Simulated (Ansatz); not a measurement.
**Predicting the next basis: MP2 on doublet CH3N+**

The species is CH3N+ (5 atoms), meant as a doublet with charge +1. As SMILES of the parent species, `C=N`. The shape is that of a PBE0-D4/def2-TZVP optimisation. That shape belongs to the parent species and isn't relaxed for this state.

MP2 correlation energies, 2 core orbitals frozen (Ansatz 0.2.0):

| basis | X | correlation energy (Eh) |
| --- | --- | --- |
| cc-pVDZ-DK | 2 | -0.250018 |
| cc-pVTZ-DK | 3 | -0.309498 |
| cc-pVQZ-DK | 4 | ? |

**Question.** Take E(X) = E∞ + A/X³, fix the two constants on the known rows and predict the third.

**Answer.** 
1. A = (-0.250018 − (-0.309498))/(1/8 − 1/27) = 0.67619 Eh.
2. E∞ = -0.309498 − 0.67619/27 = -0.334542 Eh.
3. X = 4: -0.334542 + 0.67619/64 = -0.323977 Eh.

The run gave -0.330408 Eh, so the prediction is off by +6.4 mEh, 31 % of the last step. The small sets lie short of the range where X⁻³ holds, so the true step is larger than predicted.
